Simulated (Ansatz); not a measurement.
Rh: from a trial structure to a relaxed crystal

Level of theory: DFT r2SCAN, scalar-relativistic, plane waves, PAW (Ansatz 0.2.0). Cutoff 500 eV, Γ-centred k mesh, Gaussian smearing, no spin polarisation in the final step.

Rh was placed on the black phosphorus structure type (Cmce, No. 64), at a guessed volume.

```
Rh
1.0
     1.50865   -4.78574    0.00000
     1.50865    4.78574    0.00000
     0.00000    0.00000    3.99268
Rh
4
Cartesian
  1.5086 3.8477 3.6333
  1.5086 -0.9380 2.3557
  1.5086 -3.8477 0.3593
  1.5086 0.9380 1.6370
```

Steps on the 6×6×4 mesh (4 atoms). 8 of 9 steps are shown, and the free energy counts from the last. Trial steps that were taken back and renewals of the plane-wave basis can be among the rows.

```csv
step,ΔF (meV/atom),V (Å³/atom),P (GPa),largest force component (eV/Å)
1,3845.3,14.41,150.82,13.312
2,1007.2,16.04,25.84,4.831
3,333.3,14.89,7.38,2.535
4,117.4,14.21,8.22,0.721
5,18.1,14.32,3.18,0.333
6,2.4,14.46,0.36,0.121
7,0.5,14.48,0.05,0.029
9,0.0,14.48,-0.04,0.005
```

A final relaxation ran on a 24×24×24 mesh. The relaxed crystal, Fmmm (No. 69):

```
Rh
1.0
     0.00000    2.26902    4.79580
     1.32851    0.00000    4.79580
     1.32851    2.26902    0.00000
Rh
2
Direct
  0.87195 0.87195 0.12805
  0.12805 0.12805 0.87195
```

```yaml
Volume_per_atom: 14.46 Å³
Density: 11.82 g/cm³
Energy_over_the_standard_structure: 0.30 eV/atom
Gap_on_the_24×24×24_mesh: 0 eV (a metal)
```

Energies count from the standard state of Rh at the same level.

The final run used a 24×24×24 mesh on its 2-atom cell and 0.10 eV smearing. The k mesh leaves about 4 meV/atom of noise in metals.

A structure relaxed within its symmetry needn't be a true minimum.